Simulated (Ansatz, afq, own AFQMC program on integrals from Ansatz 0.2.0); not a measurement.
## Where AFQMC and coupled cluster stand for BNH2, triplet

```yaml
atoms:
  - { symbol: B, position_ang: [0.0000, -0.1240, 0.7739] }
  - { symbol: N, position_ang: [0.0000, -0.0224, -0.5980] }
  - { symbol: H, position_ang: [0.0000, 0.9564, 1.3306] }
  - { symbol: H, position_ang: [0.0000, 0.6853, -1.3215] }
```

Connectivity, by distances: BH–NH.

Basis cc-pVDZ. Noble-gas cores (and the filled d shells of Ga–Kr and In–Xe) are frozen. Ansatz 0.2.0 and our own AFQMC program on the same integrals; the CISD trial comes from CCSD amplitudes, and released means the phaseless constraint is let go. Error bars are statistical, one sigma.

Determinant: UHF, the one that the program's search chose, which needn't be the lowest solution. The geometry is a point of a scan.

No full CI on the walks' own integrals is used here; CCSDT(Q) serves as the reference and is uncertain by about the last step of the cluster series.

Cautions: lower spins were not checked; the ph-AFQMC/HF walk drifts between its halves (2.6 errors).

- T1 diagnostic: 0.0254
- weight of the determinant in the CISD state: 0.896
- ⟨S²⟩ of the determinant: 2.008
- size of the correlated space: 10 electrons in 36 orbitals

Reference: CCSDT(Q), correlation energy -6.381 eV. The released energy is read at 2.40 1/Eh (meV from the phaseless value at times in 1/Eh: 0 ± 13 at 0.24, -22 ± 13 at 0.51, -18 ± 10 at 0.99, -17 ± 12 at 1.62, -36 ± 14 at 2.40).

```
         level  E − E(reference) (kJ/mol)  share of correlation (%)
            HF                      615.7                      0.00
           MP2                       99.2                     83.89
          CCSD                       22.0                     96.43
       CCSD(T)                        4.9                     99.21
         CCSDT                        1.3                     99.79
   ph-AFQMC/HF                  4.6 ± 5.8                     99.25
 ph-AFQMC/CISD                  3.1 ± 1.1                     99.50
released AFQMC                 -0.4 ± 1.3                    100.07
```

A walk keeps the symmetry of its determinant, which the program's search chose and which needn't be the lowest solution, so a lower state of the same spin and another symmetry isn't excluded. Released energies are given only where the last usable release times agree within the noise; a slower fall can still hide under it.
